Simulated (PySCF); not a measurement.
Task: What does the PBE0-D3(BJ)/def2-SVP structure of trithiane, `C1SCSCS1` look like in three dimensions?

Result: 
```
atom  x, y, z in Å
C1     1.573    0.018    0.177
S2     0.792    1.472    0.918
C3    -0.822    1.349    0.108
S4    -1.827   -0.093    0.538
C5    -0.762   -1.379   -0.159
S6     0.859   -1.586    0.619
H7     1.603    0.125   -0.920
H8     2.609    0.005    0.543
H9    -0.697    1.406   -0.987
H10   -1.395    2.231    0.427
H11   -1.294   -2.330   -0.018
H12   -0.639   -1.218   -1.244
```

Orientation and origin are arbitrary. Atoms count from 1 in this order. The 6-membered ring C1–S2–C3–S4–C5–S6 has internal angles of 98.5° to 116.3°; it is puckered, 0.33 Å rms from its mean plane, widest ring torsion 66°. All 6 C–S bonds measure 1.809 to 1.810 Å.

Bonds between heavy atoms (Å): C1–S2 1.809, S2–C3 1.810, C3–S4 1.810, S4–C5 1.810, C5–S6 1.810, C1–S6 1.810.

Computed, not measured: PySCF 2.14.0, PBE0-D3(BJ)/def2-SVP geometry optimisation, gas phase.

Point group: C3v (tolerance 0.08 Å). PBE0-D3(BJ)/def2-SVP frequencies: not computed here. One conformer, not necessarily the lowest (S6–C1–S2–C3 -66°, C1–S2–C3–S4 65°, S2–C3–S4–C5 -65°, C3–S4–C5–S6 65°).

Time: 26 s wall; peak memory 0.49 GiB. Hardware: an Arm Neoverse V2 with one thread, no GPU, shared host. This is the geometry optimisation.
